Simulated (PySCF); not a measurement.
## How well do the runs reproduce experiment for 1,1,1-trifluoroethane?

**Measured values to compare with.**

From NIST CCCBDB Release 22 (SRD 101), experimental dipoles, for the gas: dipole moment (microwave Stark effect) 2.32 D.

NIST CCCBDB Release 22 (SRD 101), experimental polarizabilities lists, for the gas: mean polarisability 4.4 Å³.

The runs below try to reproduce these values; the comparison stands at the end.

Compound: 1,1,1-trifluoroethane, C2H3F3.
SMILES with atom numbers: `[CH3:1][C:2]([F:3])([F:4])[F:5]` (hydrogens: H6, H7, H8 on C1)

Geometry (GFN2-xTB, Å), atoms numbered from 1 in this order:
```xyz
8
C2H3F3 angstrom
C      0.809   -0.038   -0.079
C     -0.690    0.035    0.062
F     -1.324   -0.238   -1.089
F     -1.161   -0.834    0.970
F     -1.109    1.251    0.446
H      1.267    0.186    0.881
H      1.131    0.688   -0.821
H      1.087   -1.040   -0.395
```

Runs made with PySCF (gas phase, on this GFN2-xTB geometry; no spin–orbit coupling):

```tsv
level	job	basis functions
PBE0/pcSseg-1	shieldings, charges and field gradients	100
PBE0/def2-SVPD	8 singlets by full TDDFT, 3 Tamm–Dancoff triplets, polarisability	133
B3LYP/pcJ-1	spin–spin couplings from 8 perturbed nuclei	165
```

## Comparison

**Dipole moment.** Measured: 2.32 D (NIST CCCBDB Release 22 (SRD 101), experimental dipoles).

```
         level  computed (D)  computed − measured (D)  % (from the printed values)
 PBE0/pcSseg-1          2.36                    +0.04                           +2
PBE0/def2-SVPD          2.43                    +0.11                           +5
   B3LYP/pcJ-1          2.35                    +0.03                           +1
```

Closest is B3LYP/pcJ-1 (+0.03 D), furthest PBE0/def2-SVPD (+0.11 D); one molecule doesn't rank methods. All 3 levels lie above the measurement. The computed dipoles belong to one fixed geometry; measured ones are averaged over vibrations unless marked μe. Magnitudes are compared, not signs.

**Mean polarisability.** Measured: 4.4 Å³ (NIST CCCBDB Release 22 (SRD 101), experimental polarizabilities).

| level | computed (Å³) | computed − measured (Å³) | % (from the printed values) |
| --- | --- | --- | --- |
| PBE0/def2-SVPD | 4.33 | -0.07 | -2 |

The computed values are static and purely electronic, with core orbitals frozen in the response (1 au = 0.148185 Å³). The table of measured values doesn't say here whether a value is static or optical, or holds a vibrational part.

No measured geometry was used, and the causes of the misses weren't examined.
